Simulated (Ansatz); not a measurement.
This script for a ranking of conformers of C5H10O, SMILES C=CCC(C)O with the Ansatz DFT code, driven from Python holds a mistake.

`conformers.py`
```python
"""Conformer energies of C5H10O."""

import ansatz as az
from rdkit import Chem
from rdkit.Chem import AllChem

config = {
    "basis": "cc-pVDZ",
    "level": "mp2",
}

rd = Chem.AddHs(Chem.MolFromSmiles("C=CCC(C)O"))
ids = list(AllChem.EmbedMultipleConfs(rd, numConfs=20, randomSeed=308, pruneRmsThresh=0.4))
field = [energy for _, energy in AllChem.MMFFOptimizeMoleculeConfs(rd)]
distinct = {round(e, 2): i for i, e in zip(ids, field)}
chosen = sorted(distinct.items())[:3]
found = []
for force_field, index in chosen:
    molecule = az.Crystal.molecule()
    for atom, xyz in zip(rd.GetAtoms(), rd.GetConformer(index).GetPositions()):
        molecule = molecule.atom(atom.GetSymbol(), xyz.round(5).tolist())
    setup = (
        molecule.calculation()
        .basis(gaussian=config["basis"])  # atom-centred Gaussian functions
        .correlation(config["level"])  # correlation on top of the mean field
        .correlation("cisd")  # correlation on top of the mean field
    )
    found.append(setup.run(threads=1, backend="cpu").report["free_energy_ev"])
print("conformer   MMFF (kcal/mol)   this level (kcal/mol)")
for (force_field, index), e in zip(chosen, found):
    print(f"{index:9d} {force_field - chosen[0][0]:17.2f} {23.060548 * (e - min(found)):17.3f}")
```

Output of `python conformers.py`:
```text
Traceback (most recent call last):
  File "conformers.py", line 26, in <module>
    .correlation("cisd")  # correlation on top of the mean field
     ~~~~~~~~~~~^^^^^^^^
  ...
ansatz.errors.InputError: .correlation('cisd'): not one of mp2, rpa, ccsd, ccsd_t, bccd, bccd_t, ccsdt, ccsdt_q, ccsdt_q_b, ccsdtq, fci, sc_nevpt2, fic_nevpt4_sd, fic_mrcisd_q, fic_mrcisd_q_relaxed  [correlation.method]
```
(Library frames cut from the traceback.)

What is wrong, and how is it mended?

The fault: the correlation method isn't served. Mended:

```diff
--- before
+++ after
@@ -25,3 +25,2 @@
         .correlation(config["level"])  # correlation on top of the mean field
-        .correlation("cisd")  # correlation on top of the mean field
     )
```

With that change:

```console
$ python conformers.py
conformer   MMFF (kcal/mol)   this level (kcal/mol)
        1              0.00             0.000
        0              0.63             1.456
        5              1.27             1.427
```

The conformers keep their force-field geometries. Timing: 7.7 s on 1 thread of Arm Neoverse V2, on a shared host, peak memory 0.37 GiB.
